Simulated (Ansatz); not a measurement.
Species: tetrachlorosilane, SiCl₄, net charge 0, singlet state. 
Coordinates optimised at B3LYP-D3(BJ)/def2-TZVP (Ansatz, an electronic-structure program):
SMILES: Cl[Si](Cl)(Cl)Cl
```xyz
5

Si     0.0000     0.0000     0.0000
Cl     1.1509     1.1792     1.1899
Cl    -1.1704    -1.1928     1.1569
Cl     1.1958    -1.1539    -1.1703
Cl    -1.1763     1.1675    -1.1765
```
Charge 0, spin multiplicity 1.


Quantity: enthalpy of formation at 298 K (from the atomisation energy, B3LYP-D3(BJ)/def2-TZVP harmonic zero-point and thermal terms from Ansatz, and the atoms' enthalpies of formation in the G2/97 table, which holds older values for B and Si; no spin-orbit terms, and no core term in the frozen-core levels), in kcal/mol. Valence correlation only, unless marked. Open shells are spin-unrestricted. No spin-orbit coupling. Non-relativistic unless marked X2C. The coupled-cluster limit lacks core correlation, which all-electron functionals hold. CBS marks a two-point X^-3 extrapolation of the correlation energy; Hartree-Fock from the larger set. The bracket is a focal-point correction in the basis named.

```tsv
level	program	enthalpy of formation at 298 K (kcal/mol)
HF/6-31G*	Ansatz	-40.6
HF/aug-cc-pV(D+d)Z	Ansatz	-48.8
HF/aug-cc-pV(T+d)Z	Ansatz	-58.3
PBE-D3(BJ)/def2-TZVPD	Ansatz + dftd3	-167.0
```

Estimate the value at RI-MP2/CBS(cc-pV(T+d)Z,cc-pV(Q+d)Z)+[CCSD(T)-MP2]/cc-pV(T+d)Z as computed with Ansatz.

-162.5 kcal/mol
